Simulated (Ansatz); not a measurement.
Geometry optimisation, RKS B3LYP-D4/def2-SVP in Ansatz.

input.yaml

```yaml
crystal:
  periodic: [false, false, false]
  atoms:
    - { symbol: B, position_ang: [0.050293, -0.449565, -0.355135] }
    - { symbol: H, position_ang: [-0.039326, 0.134834, 1.968168] }
    - { symbol: H, position_ang: [1.063678, 0.192647, -0.44989] }
    - { symbol: H, position_ang: [-1.042732, 0.02108, -0.574901] }
    - { symbol: O, position_ang: [0.189391, -1.783865, -0.038864] }
    - { symbol: H, position_ang: [-0.658879, -2.246188, -0.009788] }
    - { symbol: H, position_ang: [0.071975, -0.556444, 1.80961] }
basis:
  gaussian: { orbitals: def2-SVP }
hamiltonian:
  xc: b3lyp
  dispersion: d4
relax:
  f_tol: 0.03
  max_steps: 50
output:
  orbitals: {}
```

Command:

```bash
$ ansatz run input.yaml --threads 1 --pin off --max-ram 2048MiB --backend cpu --events-out ev --progress --plain --runs-dir out
```

Where does it end, and by what steps?

The forces met the threshold. The force dipped under the threshold on the way, but the program's further checks kept it going. After 41 steps the energy has fallen by 0.250 eV; H4 moved furthest, 1.73 Å.

```json
{"step": "0", "energy less start (eV)": "0.0000", "largest force component (eV/Å)": "1.688", "accepted": "yes"}
{"step": "2", "energy less start (eV)": "-0.1865", "largest force component (eV/Å)": "0.540", "accepted": "yes"}
{"step": "4", "energy less start (eV)": "-0.2034", "largest force component (eV/Å)": "0.505", "accepted": "no"}
{"step": "6", "energy less start (eV)": "-0.2121", "largest force component (eV/Å)": "0.084", "accepted": "yes"}
{"step": "8", "energy less start (eV)": "-0.2136", "largest force component (eV/Å)": "0.127", "accepted": "yes"}
{"step": "10", "energy less start (eV)": "-0.2093", "largest force component (eV/Å)": "0.419", "accepted": "no"}
{"step": "12", "energy less start (eV)": "-0.2180", "largest force component (eV/Å)": "0.240", "accepted": "yes"}
{"step": "14", "energy less start (eV)": "-0.2269", "largest force component (eV/Å)": "0.115", "accepted": "yes"}
{"step": "16", "energy less start (eV)": "-0.2291", "largest force component (eV/Å)": "0.086", "accepted": "yes"}
{"step": "18", "energy less start (eV)": "-0.2311", "largest force component (eV/Å)": "0.030", "accepted": "yes"}
{"step": "20", "energy less start (eV)": "-0.2339", "largest force component (eV/Å)": "0.125", "accepted": "yes"}
{"step": "22", "energy less start (eV)": "-0.2364", "largest force component (eV/Å)": "0.171", "accepted": "yes"}
{"step": "24", "energy less start (eV)": "-0.2375", "largest force component (eV/Å)": "0.064", "accepted": "yes"}
{"step": "26", "energy less start (eV)": "-0.2398", "largest force component (eV/Å)": "0.213", "accepted": "yes"}
{"step": "28", "energy less start (eV)": "-0.2378", "largest force component (eV/Å)": "0.167", "accepted": "no"}
{"step": "30", "energy less start (eV)": "-0.2436", "largest force component (eV/Å)": "0.044", "accepted": "yes"}
{"step": "32", "energy less start (eV)": "-0.2453", "largest force component (eV/Å)": "0.078", "accepted": "yes"}
{"step": "34", "energy less start (eV)": "-0.2468", "largest force component (eV/Å)": "0.122", "accepted": "yes"}
{"step": "36", "energy less start (eV)": "-0.2427", "largest force component (eV/Å)": "0.363", "accepted": "no"}
{"step": "38", "energy less start (eV)": "-0.2493", "largest force component (eV/Å)": "0.004", "accepted": "yes"}
{"step": "40", "energy less start (eV)": "-0.2499", "largest force component (eV/Å)": "0.043", "accepted": "yes"}
{"step": "41", "energy less start (eV)": "-0.2501", "largest force component (eV/Å)": "0.003", "accepted": "yes"}
```

```xyz
7
Properties=species:S:1:pos:R:3
B 0.061 -0.527 -1.074
H 0.143 -0.542 3.450
H 1.000 0.203 -1.276
H -0.650 -0.934 -1.967
O -0.173 -0.879 0.207
H -0.934 -1.464 0.320
H 0.187 -0.545 2.689
```

Whether the end is a true minimum wasn't checked by a vibrational analysis.

Time of the run: 14 s on 1 thread of AMD EPYC 9R45 96-Core Processor (Zen 5), with other jobs on the host, peak memory 0.12 GiB.
